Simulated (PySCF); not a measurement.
Below is a simulated gas-phase C 1s photoelectron spectrum of `O=CC1CC1`.

Every computed line was given a Gaussian of 0.4 eV full width at half maximum and an area set by the number of equivalent atoms; the highest printed point is 100. Method: delta-SCF UKS SCAN, pcX-2 on the ionised atom, pcseg-1 elsewhere, spin-free X2C in PySCF.

binding energy (eV), intensity and a bar:
```
    290.7          0 
    290.8          1 
    290.9          5 ##
    291.0         18 #####
    291.1         44 #############
    291.2         78 #######################
    291.3        100 ##############################
    291.4         93 ############################
    291.5         62 ###################
    291.6         30 #########
    291.7         10 ###
    291.8          3 #
    291.9          0 
    292.0          0 
    292.1          0 
    292.2          0 
    292.3          0 
    292.4          0 
    292.5          0 
    292.6          0 
    292.7          0 
    292.8          0 
    292.9          0 
    293.0          1 
    293.1          5 #
    293.2         13 ####
    293.3         25 ########
    293.4         34 ##########
    293.5         32 ##########
    293.6         22 #######
    293.7         10 ###
    293.8          4 #
    293.9          1 
    294.0          0
```

Task: Count the maxima, the lines and the sites behind this envelope.

Result: The curve has 2 maxima (at 291.3 and 293.4 eV). Under it lie 3 lines from 3 inequivalent carbon sites. At this width some lines have no maximum of their own.

Task: Decompose the envelope and assign each component. Numbering: `[O:1]=[CH:2][CH:3]1[CH2:4][CH2:5]1`.

Result: 
```
position (eV)  relative area  line  atoms                    environment
       291.27              1  C 1s     C3  sp3 carbon next to a carbonyl
       291.36              2  C 1s  C4/C5     three-membered-ring carbon
       293.44              1  C 1s     C2                aldehyde carbon
```

Task: What are the centre and the root-mean-square width of the whole band?

Result: The area-weighted mean of the lines is 291.85 eV. Their own spread about it is 0.91 eV (rms) and each Gaussian has σ = 0.4/2.355 = 0.17 eV; the variances add, which gives 0.93 eV.

Lowest listed C 1s: C3, bonded to 3 C and H. Highest, 2.17 eV above it: C2, bonded to O (double bond), C and H. The widest gap between neighbouring values is 2.08 eV, between 291.36 and 293.44 eV.

The curve has no shake-up lines and no vibrational structure. Atoms equivalent by their bonding share one computed value, that of the first of them. Isolated species at its PBE0-D3(BJ)/def2-SVP geometry (one conformer only).

Conformer computed: `[O:1]=[CH:2][CH:3]1[CH2:4][CH2:5]1`: O1–C2–C3–C4 145°.
